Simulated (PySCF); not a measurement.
**ClF with other numerical set-ups**

Which parts of the numerical set-up matter for ClF? Each run edits the base script.

Program: PySCF 2.14.0. Level of theory: method and basis as typed in the scripts. These are calculated values, not measurements.

4 further runs of the same task are left out: 4 that didn't finish.

## (1) The starting structure

ClF: 2 atoms, charge 0, spin multiplicity 1.

Bond lengths: Cl1–F2 1.664 Å.

## (2) The base run

File input.py:

```python
from pyscf import gto, dft, tdscf

mol = gto.M(
    atom='Cl 0 0 0; F 0 0 1.664',
    basis='cc-pvdz',
    charge=0,
    spin=0,
    symmetry=True,
    verbose=4,
)
mf = dft.RKS(mol, xc='b3lyp5')
mf = mf.density_fit(auxbasis='def2-universal-jkfit')
mf.kernel()
td = tdscf.TDA(mf)
td.nstates = 4
td.kernel()
td.analyze()
mf.dip_moment()
print('orbital energies (hartree):', mf.mo_energy[..., max(0, mol.nelec[1]-3):mol.nelec[0]+3].round(4))
```

On the command line:

```bash
$ OMP_NUM_THREADS=1 python input.py
```

Its log is not repeated here.

In short: E(SCF) = -559.871328 Eh, 8 cycles, μ = 1.11 D, excitations 3.96, 3.96, 7.50, 7.50 eV.

The bond length is a typed value, not an optimised one.

## (3) Integration grid 5

Variant 1 changes integration grid: default → 5.

File input.py:

```python
from pyscf import gto, dft, tdscf

mol = gto.M(
    atom='Cl 0 0 0; F 0 0 1.664',
    basis='cc-pvdz',
    charge=0,
    spin=0,
    symmetry=True,
    verbose=4,
)
mf = dft.RKS(mol, xc='b3lyp5')
mf = mf.density_fit(auxbasis='def2-universal-jkfit')
mf.grids.level = 5
mf.kernel()
td = tdscf.TDA(mf)
td.nstates = 4
td.kernel()
td.analyze()
mf.dip_moment()
print('orbital energies (hartree):', mf.mo_energy[..., max(0, mol.nelec[1]-3):mol.nelec[0]+3].round(4))
```

On the command line:

```bash
$ OMP_NUM_THREADS=1 python input.py
```

## (4) Cartesian functions on

Variant 2 changes Cartesian functions: off → on.

Changes to input.py since step 2:

```diff
@@ -8,2 +8,3 @@
     symmetry=True,
+    cart=True,
     verbose=4,
```

## (5) Density fitting auto

Variant 3 changes density fitting: def2-universal-jkfit → auto.

Changes to input.py since step 2:

```diff
@@ -11,3 +11,3 @@
 mf = dft.RKS(mol, xc='b3lyp5')
-mf = mf.density_fit(auxbasis='def2-universal-jkfit')
+mf = mf.density_fit()
 mf.kernel()
```

## (6) Def2-svp

Variant 4 changes basis set: cc-pvdz → def2-svp.

Changes to input.py since step 2:

```diff
@@ -4,3 +4,3 @@
     atom='Cl 0 0 0; F 0 0 1.664',
-    basis='cc-pvdz',
+    basis='def2-svp',
     charge=0,
```

## (7) 6-31+g*

Variant 5 changes basis set: cc-pvdz → 6-31+g*.

Changes to input.py since step 2:

```diff
@@ -4,3 +4,3 @@
     atom='Cl 0 0 0; F 0 0 1.664',
-    basis='cc-pvdz',
+    basis='6-31+g*',
     charge=0,
```

Q: Predict the outcome of this session. Wanted: for each run, E(SCF); from base; gap; SCF dipole; after the SCF.

As calculated:

| run | E(SCF) (hartree) | from base (eV) | cycles | gap (eV) | SCF dipole (D) | functions | after the SCF |
| --- | --- | --- | --- | --- | --- | --- | --- |
| base | -559.871328 | 0 | 8 | 5.63 | 1.11 | 32 | lowest root found 3.96 eV |
| integration grid 5 | -559.871326 | 0.0000 | 8 | 5.63 | 1.11 | 32 | lowest root found 3.96 eV |
| Cartesian functions on | -559.874692 | -0.0915 | 8 | 5.62 | 1.09 | 34 | lowest root found 3.96 eV |
| density fitting auto | -559.871327 | 0.0000 | 8 | 5.63 | 1.11 | 32 | lowest root found 3.96 eV |
| def2-svp | -559.637050 | +6.3750 | 8 | 5.71 | 1.20 | 32 | lowest root found 4.05 eV |
| 6-31+g* | -559.854287 | +0.4637 | 8 | 5.46 | 1.17 | 40 | lowest root found 3.86 eV |

What this shows: With integration grid 5 or density fitting auto the SCF ends at the base energy. Of the runs whose energies can be compared, “def2-svp” moves the SCF energy most (+6.375 eV). def2-svp (32 functions) gives an energy 6.38 eV higher than cc-pvdz (32). 6-31+g* (40 functions) gives an energy 0.46 eV higher than cc-pvdz (32); size alone doesn't order basis sets of different families. With integration grid 5, density fitting auto the path hardly changes: 8 cycles against 8.
